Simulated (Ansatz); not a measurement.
# CH8AlN: a trajectory, and a look at its input

Aim: a trajectory from the structure below. Read the input with care, then see what the program makes of it. The step meant is a four-centre ligand exchange at charge 0 and multiplicity 1, which changes Al1–N6, C2–H5, Al1–C2, H5–N6.

Program: Ansatz 0.2.0, Gaussian basis. Level of theory: PBE0-D4/def2-SVP. These are calculated values, not measurements.

**1. The structure**

```
Al   -0.5984   -0.6637   -0.2185
C     1.1447   -0.9718    0.6559
H    -0.7393   -1.0605   -1.7702
H    -1.9231   -0.7998    0.6825
H     0.1817    1.7033   -1.0084
N    -0.5956    1.3910   -0.4356
H     1.2252   -0.4715    1.6276
H     1.2997   -2.0393    0.8458
H     1.9906   -0.6421    0.0424
H    -1.4538    1.6949   -0.8840
H    -0.5317    1.8593    0.4625
```

**2. The run**

File run/in.yaml:

```yaml
crystal:
  periodic: [false, false, false]
  atoms:
    - {symbol: Al, position_ang: [-0.598389, -0.663699, -0.218506]}
    - {symbol: C, position_ang: [1.144659, -0.971754, 0.655936]}
    - {symbol: H, position_ang: [-0.739335, -1.060479, -1.770206]}
    - {symbol: H, position_ang: [-1.923057, -0.799782, 0.682490]}
    - {symbol: H, position_ang: [0.181694, 1.703274, -1.008445]}
    - {symbol: N, position_ang: [-0.595626, 1.391037, -0.435562]}
    - {symbol: H, position_ang: [1.225249, -0.471503, 1.627564]}
    - {symbol: H, position_ang: [1.299698, -2.039321, 0.845759]}
    - {symbol: H, position_ang: [1.990621, -0.642094, 0.042373]}
    - {symbol: H, position_ang: [-1.453821, 1.694903, -0.884009]}
    - {symbol: H, position_ang: [-0.531695, 1.859317, 0.462509]}
basis:
  gaussian: {orbitals: def2-SVP}
hamiltonian: {xc: pbe0, dispersion: d4}
md: {n_steps: 25, timestep: 0.25, temperature: 20000, ensemble: nve, seed: 699, initial_velocities: maxwell_boltzmann}
```

On the command line:

```bash
$ ansatz run in.yaml --threads 2 --pin off --events-out ev --progress --plain --max-ram 4352MiB
```

Q: Predict the outcome of this session. Wanted: outcome.

As calculated:

| quantity | value |
| --- | --- |
| outcome | converged |
| fault | far too hot |
| steps taken | 25 |

The run ended normally, yet its numbers don't answer the question that was meant. Over 25 steps the temperature reaches 20000 K and potential plus kinetic energy changes by up to 0.03 eV. The set temperature is far above any at which the molecule holds together; the run shows the first femtoseconds of that heating. The cure: set a temperature at which the molecule holds together.
